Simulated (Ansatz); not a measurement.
# CH2OSi (SMILES C#[Si]O): single points off equilibrium

A test off equilibrium: a structure displaced at random from a GFN2-xTB minimum is computed at several levels, and each is set against CCSD(T).

Method: single points in def2-TZVPP; program: Ansatz 0.2.0, Gaussian basis.

Correlated methods freeze the cores. B3LYP uses VWN-RPA correlation.

## Step 1: The system as given

SMILES `C#[Si]O`, 5 atoms, charge 0, spin multiplicity 1.

Atoms are counted from 1 here; the program's logs count them from 0.

Bond lengths: C1–Si2 1.648 Å, C1–H4 1.135 Å, Si2–O3 1.638 Å, O3–H5 0.919 Å. Angles: Si2–C1–H4 116.1°, C1–Si2–O3 164.6°, Si2–O3–H5 129.1°.

As a file:

```xyz
5

C    -0.8985    1.1419    0.7473
Si    0.0350   -0.0229    0.0496
O     1.2649   -0.8641   -0.6297
H    -1.7703    0.7734    1.3737
H     1.4023   -1.0787   -1.5125
```

## Step 2: CCSD(T)/def2-TZVPP

run/in.yaml

```yaml
crystal:
  periodic: [false, false, false]
  atoms:
    - {symbol: C, position_ang: [-0.898500, 1.141900, 0.747300]}
    - {symbol: Si, position_ang: [0.035000, -0.022900, 0.049600]}
    - {symbol: O, position_ang: [1.264900, -0.864100, -0.629700]}
    - {symbol: H, position_ang: [-1.770300, 0.773400, 1.373700]}
    - {symbol: H, position_ang: [1.402300, -1.078700, -1.512500]}
basis:
  gaussian: {orbitals: def2-TZVPP}
correlation: {method: ccsd_t}
output: {forces: true}
```

No record of the launch command was kept for these runs.

## Step 3: PBE0-D4/def2-TZVPP

run/in.yaml, as its differences from that of step 2:

```diff
@@ -10,3 +10,3 @@
   gaussian: {orbitals: def2-TZVPP}
-correlation: {method: ccsd_t}
-output: {forces: true}
+hamiltonian: {xc: pbe0, dispersion: d4}
+output: {forces: true, orbitals: {seedname: orbitals}}
```

## Step 4: wB97M-V/def2-TZVPP

run/in.yaml, as its differences from that of step 3:

```diff
@@ -10,3 +10,3 @@
   gaussian: {orbitals: def2-TZVPP}
-hamiltonian: {xc: pbe0, dispersion: d4}
-output: {forces: true, orbitals: {seedname: orbitals}}
+hamiltonian: {xc: {name: wB97M-V}}
+output: {forces: true}
```

## Step 5: r2SCAN-D4/def2-TZVPP

run/in.yaml, as its differences from that of step 4:

```diff
@@ -10,3 +10,3 @@
   gaussian: {orbitals: def2-TZVPP}
-hamiltonian: {xc: {name: wB97M-V}}
+hamiltonian: {xc: r2scan, dispersion: d4}
 output: {forces: true}
```

## Step 6: PBE-D4/def2-TZVPP

run/in.yaml, as its differences from that of step 5:

```diff
@@ -10,3 +10,3 @@
   gaussian: {orbitals: def2-TZVPP}
-hamiltonian: {xc: r2scan, dispersion: d4}
+hamiltonian: {xc: pbe, dispersion: d4}
 output: {forces: true}
```

## Step 7: CAM-B3LYP-D4/def2-TZVPP

run/in.yaml, as its differences from that of step 6:

```diff
@@ -10,3 +10,3 @@
   gaussian: {orbitals: def2-TZVPP}
-hamiltonian: {xc: pbe, dispersion: d4}
+hamiltonian: {xc: {name: CAM-B3LYP}, dispersion: d4}
 output: {forces: true}
```

## Step 8: B3LYP-D4/def2-TZVPP

run/in.yaml, as its differences from that of step 7:

```diff
@@ -10,3 +10,3 @@
   gaussian: {orbitals: def2-TZVPP}
-hamiltonian: {xc: {name: CAM-B3LYP}, dispersion: d4}
+hamiltonian: {xc: {name: B3LYP}, dispersion: d4}
 output: {forces: true}
```

(Steps that only read results are left out.)

What does the calculation give? Wanted: energy less free atoms, CCSD(T)/def2-TZVPP; RMS force component; RMS force error; HOMO and LUMO, PBE0-D4; T1 diagnostic.

As calculated:

| quantity | value |
| --- | --- |
| energy less free atoms, CCSD(T)/def2-TZVPP | -16.677 eV |
| RMS force component | 1.122 to 1.236 eV/Å over the methods |
| RMS force error | PBE0-D4 0.282, wB97M-V 0.365, r2SCAN-D4 0.218, PBE-D4 0.262, CAM-B3LYP-D4 0.419, B3LYP-D4 0.243 eV/Å |
| HOMO and LUMO, PBE0-D4 | -6.41 and -2.35 eV |
| T1 diagnostic | 0.022 |

Against CCSD(T) the functionals' energies less atoms differ by -1.154 to -0.221 eV, PBE-D4 by -1.154 eV. A larger basis would deepen the CCSD(T) value, while the functionals are nearly converged already, so the order here is not reliable. The forces of r2SCAN-D4 come nearest to CCSD(T), those of CAM-B3LYP-D4 are farthest. The restricted Hartree–Fock reference is unstable towards an unrestricted one at one or more of these structures.
